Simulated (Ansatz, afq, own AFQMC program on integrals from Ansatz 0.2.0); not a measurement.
AlSi, quartet: AFQMC among the cluster methods

```xyz
2

Si    0.0000    0.0000    0.0000
Al    0.0000    0.0000    2.4162
```

Basis cc-pVDZ. Only valence electrons are correlated. Ansatz 0.2.0 and our own AFQMC program on the same integrals; the CISD trial comes from CCSD amplitudes, and released means the phaseless constraint is let go. ± is one standard error of the sampling.

Determinant: UHF, the one that the program's search chose, which needn't be the lowest solution. The geometry is a point of a scan.

Full CI on the same integrals is exact in this basis and with this determinant's frozen core.

Cautions: lower spins were not checked.

- T1 diagnostic: 0.0322
- weight of the determinant in the CISD state: 0.859
- ⟨S²⟩ of the determinant: 3.767
- size of the correlated space: 7 electrons in 26 orbitals

Reference: full CI, correlation energy -3.734 eV. The released energy is read at 2.40 1/Eh (meV from the phaseless value at times in 1/Eh: -3 ± 4 at 0.24, -8 ± 3 at 0.51, -13 ± 3 at 0.99, -20.4 ± 2.4 at 1.62, -20.1 ± 2.1 at 2.40).

| level | E − E(reference) (mEh) | share of correlation (%) |
| --- | --- | --- |
| HF | 137.24 | 0.00 |
| MP2 | 37.56 | 72.63 |
| CCSD | 7.88 | 94.26 |
| CCSD(T) | 2.12 | 98.45 |
| CCSDT | 0.49 | 99.65 |
| CCSDT(Q) | 0.03 | 99.97 |
| CCSDTQ | 0.02 | 99.99 |
| ph-AFQMC/HF | 4.32 ± 0.61 | 96.85 |
| ph-AFQMC/CISD | 0.90 ± 0.15 | 99.34 |
| released AFQMC | 0.16 ± 0.08 | 99.88 |

CCSDT and higher add their correlation energy to the determinant of the CCSD(T) run, since their own runs factorise the integrals more tightly (a shift of under 2 meV). A walk keeps the symmetry of its determinant, which the program's search chose and which needn't be the lowest solution, so a lower state of the same spin and another symmetry isn't excluded. Released energies are given only where the last usable release times agree within the noise; a slower fall can still hide under it.
